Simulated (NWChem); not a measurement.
**C2H4O2 (methyl formate) at 5 levels**

We compute a comparison of 5 runs (HF/def2-SVP, HF/def2-TZVP, BP86/6-31+G*, PBE0/def2-SVP, CCSD(T)/6-31G*) of C2H4O2 (methyl formate). 

Program for the calculation: NWChem 7.3.0.

## 1. The system as given

C2H4O2: 8 atoms, total charge 0, spin state singlet. SMILES: `COC=O`. The shape is that of a PBE0-D4/def2-TZVP optimisation. This is one conformer, not always the lowest.

Bond lengths: C1–O2 1.427 Å, O2–C3 1.330 Å, C3–O4 1.196 Å, C1–H5 1.091 Å, C1–H6 1.087 Å, C1–H7 1.091 Å, C3–H8 1.100 Å. Angles: C1–O2–C3 115.2°, O2–C3–O4 125.8°, O2–C1–H5 110.5°, O2–C1–H6 105.9°, O2–C1–H7 110.5°, O2–C3–H8 109.2°, O4–C3–H8 125.0°, H5–C1–H6 110.6°, H5–C1–H7 108.9°, H6–C1–H7 110.6°.

## 2. Energy and forces at HF/def2-SVP (run 1)

c2h4o2.nw reads:

```
start c2h4o2
memory stack 880 mb heap 220 mb global 1100 mb
geometry noautosym nocenter noautoz
 C      0.012500     1.014000    -0.113700
 O      0.065700    -0.091700     0.787600
 C      0.016500    -1.291800     0.216700
 O     -0.066200    -1.504700    -0.957200
 H     -0.916500     0.996100    -0.684900
 H      0.062500     1.905400     0.506600
 H      0.853900     0.981700    -0.806900
 H      0.064000    -2.066100     0.996100
end
basis spherical bse
 * library def2-SVP
end
scf
 thresh 1e-08
 maxiter 80
end
task scf gradient
```

The run is started by

```
$ nwchem c2h4o2.nw > c2h4o2.out
```

Log:

```text
[...]
  functions       =    76
[...]
  wavefunction    = RHF
[...]
         Total SCF energy =   -227.614750246074
      One-electron energy =   -554.769801967400
      Two-electron energy =    204.196177712319
 Nuclear repulsion energy =    122.958874009007
        Time for solution =      5.8s
[...]
                         RHF ENERGY GRADIENTS
    atom               coordinates                        gradient
                 x          y          z           x          y          z
   1 C       0.023622   1.916182  -0.214862   -0.000406   0.002545  -0.006458
   2 O       0.124155  -0.173288   1.488348    0.001698   0.009463   0.023307
   3 C       0.031180  -2.441148   0.409504    0.001246  -0.003334   0.018683
   4 O      -0.125100  -2.843471  -1.808846   -0.002709  -0.007900  -0.038419
   5 H      -1.731934   1.882356  -1.294273   -0.001855  -0.000292  -0.001823
   6 H       0.118108   3.600684   0.957335    0.000122   0.000936   0.001664
   7 H       1.613637   1.855144  -1.524820    0.001558  -0.000326  -0.002033
   8 H       0.120942  -3.904363   1.882356    0.000346  -0.001092   0.005079
[...]
```

Wall time 7.5 s (1 thread of Intel Xeon 6975P-C (Granite Rapids), shared host); peak memory 0.1 GiB.

## 3. Energy and forces at HF/def2-TZVP (run 2)

c2h4o2.xyz reads:

```xyz
8

C      0.012500     1.014000    -0.113700
O      0.065700    -0.091700     0.787600
C      0.016500    -1.291800     0.216700
O     -0.066200    -1.504700    -0.957200
H     -0.916500     0.996100    -0.684900
H      0.062500     1.905400     0.506600
H      0.853900     0.981700    -0.806900
H      0.064000    -2.066100     0.996100
```

run.py reads:

```python
from ase.io import read
from ase.calculators.nwchem import NWChem

atoms = read('c2h4o2.xyz')

calc = NWChem(
    label='c2h4o2',
    theory='scf',
    memory='2200 mb',
    basis='def2-TZVP',
    basispar='spherical bse',
    scf={'nopen': '0', 'rhf': None, 'thresh': '1e-08', 'maxiter': '80'},
)
atoms.calc = calc

forces = atoms.get_forces()
print(f"energy = {atoms.get_potential_energy():.6f} eV")
print("forces (eV/A):")
for s, f in zip(atoms.symbols, forces):
    print(f"{s:2s} {f[0]:10.5f} {f[1]:10.5f} {f[2]:10.5f}")
print("dipole (e A):", atoms.get_dipole_moment().round(4))
```

The run is started by

```
$ export ASE_NWCHEM_COMMAND="nwchem PREFIX.nwi > PREFIX.nwo"
$ python run.py
```

Log:

```text
energy = -6201.086138 eV
forces (eV/A):
C     0.00139    0.12686    0.01759
O    -0.07312   -0.57912   -0.98201
C    -0.05759    0.10315   -0.85890
O     0.13910    0.33424    1.98140
H     0.31157    0.00854    0.24009
H    -0.01625   -0.27578   -0.20296
H    -0.27434    0.01368    0.27922
H    -0.03080    0.26847   -0.47447
dipole (e A): [0.0234 0.2932 0.3053]
```

The calculator wrote c2h4o2.nwi:

```
title "c2h4o2"

permanent_dir c2h4o2

scratch_dir c2h4o2

start c2h4o2

geometry units angstrom nocenter noautosym noautoz
  C  1.2500000000000001e-02 1.0140000000000000e+00 -1.1370000000000000e-01
  O  6.5699999999999995e-02 -9.1700000000000004e-02 7.8759999999999997e-01
  C  1.6500000000000001e-02 -1.2918000000000001e+00 2.1670000000000000e-01
  O  -6.6199999999999995e-02 -1.5046999999999999e+00 -9.5720000000000005e-01
  H  -9.1649999999999998e-01 9.9609999999999999e-01 -6.8489999999999995e-01
  H  6.2500000000000000e-02 1.9054000000000000e+00 5.0660000000000005e-01
  H  8.5389999999999999e-01 9.8170000000000002e-01 -8.0689999999999995e-01
  H  6.4000000000000001e-02 -2.0661000000000000e+00 9.9609999999999999e-01
end

memory 2200 mb

basis spherical bse noprint
   * library def2-TZVP
end

scf
  nopen 0
  rhf
  thresh 1e-08
  maxiter 80
end

task scf gradient
```

c2h4o2.nwo:

```text
Northwest Computational Chemistry Package (NWChem) 7.3.0
             --------------------------------------------------------

           Job information
           ---------------

    nwchem branch   = 7.3.0
    use scalapack   = T
    input           = c2h4o2.nwi
    prefix          = c2h4o2.
    data base       = c2h4o2/c2h4o2.db
    status          = startup
    nproc           =        1

           Memory information
           ------------------

    heap     =     72089598 doubles =      550.0 Mbytes
    stack    =     72089595 doubles =      550.0 Mbytes
    global   =    144179200 doubles =     1100.0 Mbytes (distinct from heap & stack)
    total    =    288358393 doubles =     2200.0 Mbytes
    verify   = yes
    hardfail = no

[... 134 lines left out ...]
 Convergence threshold     :          1.000E-08
[... 13 lines left out ...]
       Final RHF  results
[... 3 lines left out ...]
      One-electron energy =   -555.221685674077
[... 1 line left out ...]
 Nuclear repulsion energy =    122.958874009007
[... 34 lines left out ...]
                       ROHF Final Molecular Orbital Analysis
[... 243 lines left out ...]
                         RHF ENERGY GRADIENTS

    atom               coordinates                        gradient
                 x          y          z           x          y          z
   1 C       0.023622   1.916182  -0.214862   -0.000027  -0.002467  -0.000342
   2 O       0.124155  -0.173288   1.488348    0.001422   0.011262   0.019097
   3 C       0.031180  -2.441148   0.409504    0.001120  -0.002006   0.016703
[... 4 lines of this table left out ...]
   8 H       0.120942  -3.904363   1.882356    0.000599  -0.005221   0.009227

                 ----------------------------------------
                 |  Time  |  1-e(secs)   |  2-e(secs)   |
                 ----------------------------------------
                 |  CPU   |       0.01   |       9.22   |
                 ----------------------------------------
                 |  WALL  |       0.01   |       9.22   |
                 ----------------------------------------

 Task  times  cpu:       64.2s     wall:       64.2s
 Total times  cpu:       64.2s     wall:       64.2s
```

It took 65 s on 1 thread of Intel Xeon 6975P-C (Granite Rapids), shared host; peak memory 0.12 GiB.

Runs 3 to 4 aren't shown in full; the table further down has their settings and results.

## 4. The energy at CCSD(T)/6-31G(d) (spherical functions) (run 5)

run.nw reads:

```
start run
title "C2H4O2"
memory stack 880 mb heap 220 mb global 1100 mb
charge 0
geometry units angstrom noautosym nocenter noautoz
   C        0.012500       1.014000      -0.113700
   O        0.065700      -0.091700       0.787600
   C        0.016500      -1.291800       0.216700
   O       -0.066200      -1.504700      -0.957200
   H       -0.916500       0.996100      -0.684900
   H        0.062500       1.905400       0.506600
   H        0.853900       0.981700      -0.806900
   H        0.064000      -2.066100       0.996100
end
basis spherical bse
   * library 6-31G*
end
scf
   thresh 1e-08
   maxiter 80
end
ccsd
   freeze core 4
   maxiter 60
end
task ccsd(t) energy
```

The run is started by

```
$ nwchem run.nw > run.out
```

Log:

```text
[...]
  functions       =    64
[...]
  wavefunction    = RHF
[...]
         Total SCF energy =   -227.787013788405
      One-electron energy =   -555.079239723460
      Two-electron energy =    204.333351926048
 Nuclear repulsion energy =    122.958874009007
        Time for solution =      5.1s
[...]
 Total MP2 energy:           -228.386891261673838
[...]
             energy      energy      error      ampl     ampl      Block
                                                time     time      time
[...]
 Total CCSD energy:           -228.410927842667320
[...]
 Total CCSD+T(CCSD) energy:           -228.431278654557445
[...]
 Total CCSD(T) energy:                -228.429299895343718
[...]
```

Run time: 35 s. Hardware: 1 thread of Intel Xeon 6975P-C (Granite Rapids), shared host; peak memory 0.16 GiB.

## 5. The series

```tsv
run	level	iteration cap	module	energy (Eh)	HOMO energy (eV)	LUMO energy (eV)	HOMO–LUMO gap (eV)	wall time
1	HF/def2-SVP	80	scf	-227.614750	-12.64	4.80	17.45	7.5 s
2	HF/def2-TZVP	80	scf	-227.885714	-12.67	4.17	16.83	65 s
3	BP86/6-31+G* (spherical functions)	100	dft	-229.070448	–	–	–	28 s
4	PBE0/def2-SVP	100	dft	-228.638577	–	–	–	21 s
5	CCSD(T)/6-31G* (spherical functions)	80	ccsd(t)	-228.429300	-12.50	5.05	17.55	35 s
```

## 6. Summary of results

| quantity | value |
| --- | --- |
| run 5: total energy | -228.42930 Eh |
| run 5: HOMO energy (Hartree–Fock orbitals) | -12.50 eV |
| run 5: LUMO energy (Hartree–Fock orbitals) | 5.05 eV |
| run 5: HOMO–LUMO gap (Hartree–Fock orbitals) | 17.55 eV |
| run 5: correlation energy (4 core orbitals frozen) | -642.3 mEh |
| run 5: (T) correction | -18.37 mEh |

**Reading.** Totals of different functionals can't be ranked against each other. All runs together took 2.6 min, the longest 65 s.
